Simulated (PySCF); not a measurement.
Structure problem from calculated spectra and properties.

Formula: C3H4FO2; charge -1.

| Property | Result |
| --- | --- |
| Rotational structure | rotational constants A, B, C: 9.654, 1.864, 1.616 GHz [PBE0-D3(BJ)/def2-SVP] |
| 1H NMR | chemical shifts (computed TMS as zero) by class: 4.48 (2 H), 1.90 (2 H) ppm [GIAO PBE0/pcSseg-1] |
| NMR, other nuclei | isotropic shieldings of nuclei other than C and H, by class: -16 (2 O), 421 (1 F) ppm [GIAO PBE0/pcSseg-1] |
| Couplings | largest of the computed one-bond spin–spin couplings (means over like bonds): 19F–13C -218.5, 13C–1H +155.7 (×2), 13C–1H +130.3 (×2), 13C–13C +41.5, 13C–13C +39.8, 17O–13C +30.3 (×2) Hz [B3LYP/pcJ-1, spin–dipole term left out for some pairs] |
| 13C NMR | chemical shifts (computed TMS as zero) by class: 166.4 (1 C), 90.0 (1 C), 42.9 (1 C) ppm [GIAO PBE0/pcSseg-1] |

Gas-phase values; electronic properties from PySCF, density fitting. Levels stand in brackets. The structure is a single PBE0-D3(BJ)/def2-SVP conformer in the gas phase; no vibrational or solvent corrections. The geometry's basis has no diffuse functions, a weakness for an anion. No diffuse functions stand in pcJ-1 and pcSseg-1, which bears on an anion's orbital energies. NMR values are class means; diastereotopic atoms form classes of their own.

Question: Propose a structure and show how it fits.

Answer: Numbering: `[O:1]=[C:2]([O-:3])[CH2:4][CH2:5][F:6]`. 3 carbons fall into 3 classes; from least to most shielded: carboxylate carbon [C2] (166.4 ppm), sp3 C–F carbon [C5] (90.0 ppm), sp3 carbon next to a carbonyl [C4] (42.9 ppm). Hydrogen classes from least to most shielded: 2 H on an sp3 C–F carbon, C5 (4.48 ppm, a mean of values up to 0.6 ppm apart in this geometry), 2 H on an sp3 carbon next to a carbonyl, C4 (1.90 ppm). The other shieldings belong to: -16 ppm, carboxylate oxygen [O1/O3]; 421 ppm, alkyl fluorine [F6]. The couplings run between: -218.5 Hz, alkyl fluorine [F6] and sp3 C–F carbon [C5]; +155.7 Hz, sp3 C–F carbon [C5] and its hydrogen (with 1 like pair); +130.3 Hz, sp3 carbon next to a carbonyl [C4] and its hydrogen (with 1 like pair); +41.5 Hz, carboxylate carbon [C2] and sp3 carbon next to a carbonyl [C4]; +39.8 Hz, sp3 carbon next to a carbonyl [C4] and sp3 C–F carbon [C5]; +30.3 Hz, carboxylate oxygen [O1] and carboxylate carbon [C2] (with 1 like pair). The optimised geometry has point group C1 and is an asymmetric top. Structure: `O=C([O-])CCF`. The assignments are read from this structure; whether some other isomer fits the data as well wasn't checked.

The values belong to the conformer `[O:1]=[C:2]([O-:3])[CH2:4][CH2:5][F:6]`: O1–C2–C4–C5 28°, C2–C4–C5–F6 -171°.
